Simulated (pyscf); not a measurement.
`[BH]=[NH]` + `[H]` [doublet] → `[B]=[NH]` [doublet] + `[H][H]`, a hydrogen abstraction (doublet surface; B–H broken, H–H formed). Single points on ωB97X-D3(BJ)/def2-SVP structures (PySCF, gas phase). Energies in kcal/mol from the separated reactants.

Small-basis levels: PySCF, no dispersion term, spherical d functions. Open shells are spin-unrestricted. 

Question: In single points BP86/6-31G* puts the saddle at 7.7 kcal/mol and the reaction energy at +6.1 kcal/mol. Should these be trusted to within a few kcal/mol? Compare with ωB97M-D3(BJ)/def2-TZVP.

Answer: ωB97M-D3(BJ)/def2-TZVP gives ΔE‡ = 15.4 kcal/mol and ΔE = +11.1 kcal/mol. BP86/6-31G* lies 7.7 kcal/mol under it in the barrier and 5.1 kcal/mol under it in the reaction energy, so on this step it does not hold to within 3.0 kcal/mol. ωB97M-D3(BJ)/def2-TZVP has limits of its own. The same reactants have a lower exit, to [HB–NH₂]• (barrier +9.3 kcal/mol at ωB97M-D3(BJ)/def2-TZVP, against +15.4 kcal/mol here). This is the saddle that the search found; another between the same sides may lie lower. The angle at the transferred H is 179°. The term symbol of open-shell B=NH was not checked; spin-orbit terms are left out.
